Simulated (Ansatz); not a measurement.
Computed with Ansatz on PBE0-D4/def2-TZVP structures; ΔE is electronic, products minus reactants. CBS: MP2 limit from def2 TZ/QZ plus the TZ coupled-cluster correction, frozen cores. This one scheme is used for every species. DFT in def2-TZVPP. Each species was taken in one conformer, which may not be the lowest.

Consider the isomerisation: `C=C=C=N` → `[H]/N=C\C#C`.

`C=C=C=N`:

Cartesian coordinates in Å:
```
C -0.249 1.025 1.142
C -0.141 0.140 0.183
C 0.016 -0.708 -0.750
N 0.025 -1.555 -1.645
H -1.206 1.242 1.612
H 0.611 1.580 1.510
H 0.944 -1.724 -2.053
```

`[H]/N=C\C#C`:

```xyz
7

H     1.530   -0.800    0.888
N     1.237    0.073    1.330
C     0.237    0.564    0.723
C    -0.412    0.002   -0.420
C    -0.964   -0.462   -1.382
H    -0.180    1.502    1.095
H    -1.448   -0.880   -2.234
```

| level | ΔE (eV) |
| --- | --- |
| revPBE | 0.11 |
| CCSD(T)/def2-SVP | -0.25 |

What does CCSD(T)/CBS give? (Estimate.)

Computed: -0.27 eV. The listed levels differ from it by 0.38, 0.02 eV.

What do rigid-rotor, harmonic-oscillator terms from PBE0-D4/def2-TZVP frequencies (298.15 K, 1 bar) make of the CCSD(T)/CBS value? (Best estimate.)

Computed: ΔZPE = +0.04 eV, ΔH = -0.25 eV, ΔS = -2 J/(mol·K), ΔG = -0.24 eV.

Largest T1 diagnostic among the species: 0.016.

Leaving LDA and LC-ωPBE aside and taking each functional with its dispersion term where it has one, the values, not all of them listed here, spread over 0.31 eV, from PBE-QIDH to PBE-D4. LDA lies +0.05 eV from PBE without D4. From BLYP to BHLYP (50 % exact exchange), in def2-TZVPP and without D4, ΔE moves by −0.23 eV.
